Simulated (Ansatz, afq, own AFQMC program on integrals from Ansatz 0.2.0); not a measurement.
AFQMC on a folder of integrals that Ansatz 0.2.0 wrote.

```yaml
crystal:
  periodic: [false, false, false]
  atoms:
    - {symbol: B, position_ang: [0.000000, -0.138799, 1.515922]}
    - {symbol: Al, position_ang: [0.000000, 0.096806, -0.547327]}
    - {symbol: H, position_ang: [0.000000, -1.102664, -1.608146]}
basis:
  gaussian: {orbitals: 6-31G}
magnetization: {spin_polarized: false, initial_magnetization: 1}
correlation: {method: ccsd_t, electrons: outside_noble_gas, hamiltonian_folder: ham}
```

```sh
$ ansatz run in.yaml --threads 1 --pin off --events-out ev --progress --plain --max-ram 15360MiB --backend cuda --devices 0, --max-vram 18GiB
```

Options of the walk:

```
--method free --trial cisd --walkers 4000 --time-step 0.03 --max-blocks 4000 --target-error 0.00032 --factor-cut 1e-05 --seed 794 --times 0,0.3,0.6,1.2,1.8,2.4,3.6,4.8,6 --taylor-order 8
```

Times are imaginary, in 1/Eh. The walk had a cap of 61 s.

afq prints:

```
orbitals 18  electrons 4 3  factors 108 of 296
reference energy -266.93623116 Eh
CCSD correlation -0.12122583 Eh in 26 cycles, weight of the determinant in the CISD state 0.7367
repeat  energy at the last time / Eh  error
    10  -267.064755  0.000281
    20  -267.064658  0.000157
    30  -267.064627  0.000123
time / (1/Eh)  energy / Eh  error  mean overlap
  0.00  -267.057399  0.000023  1.3573
  0.30  -267.059501  0.000036  1.3583
  0.60  -267.060850  0.000046  1.3594
  1.20  -267.062417  0.000041  1.3643
  1.80  -267.063245  0.000048  1.3697
  2.40  -267.063816  0.000053  1.3737
  3.60  -267.064239  0.000060  1.3895
  4.80  -267.064545  0.000077  1.4015
  6.00  -267.064644  0.000121  1.4099
energy -267.064644 +/- 0.000121 Eh
```

The run failed at least one of its tests; the cautions name the faults.

Against this walk (error 3.3 meV) on the same determinant: CCSD(T) 45.5 meV higher, CCSDT(Q) 9.8 meV lower, CCSDTQ 12.2 meV lower, full CI 13.2 meV lower. The error is statistical, and a free projection of finite length keeps a remainder of its start. The projection is still falling at its last time (meV from the last point: 38.1 ± 1.3 at 1.80, 22.5 ± 1.4 at 2.40, 11.0 ± 1.6 at 3.60, 2.7 ± 2.1 at 4.80, 0 ± 3 at 6.00), so its energy is a cut-off value, and the gaps above aren't errors of the other methods. Full CI is exact here, so the walk's 13 meV above it is the walk's own error: what remains of the start. The determinant is a poor start (see the cautions), so the low cluster orders aren't to be relied on, and full CI is the sure value.

Cautions: remainder of the start not in the error; start not forgotten; a spin-contaminated unrestricted determinant lies lower (UHF 1.24 eV lower, ⟨S²⟩ 1.66); the search met a lower determinant of the same kind, perhaps of another symmetry (288 meV lower), and this one is a saddle point; strong correlation (T1 0.098, weight of the determinant 0.74, largest double 0.23); the next higher spin lies close (full CI puts it 48 meV above).

The walk took 13 s on 1 × NVIDIA H100 80GB HBM3 with 2 threads of AMD EPYC 7R13 Processor (Zen 3), on a shared host (the card was shared). The log's last line is the free-projection energy.

CCSDT and higher add their correlation energy to the determinant of the CCSD(T) run, since their own runs factorise the integrals more tightly (a shift of under 2 meV). A walk keeps the symmetry of its determinant, which the program's search chose and which needn't be the lowest solution, so a lower state of the same spin and another symmetry isn't excluded.
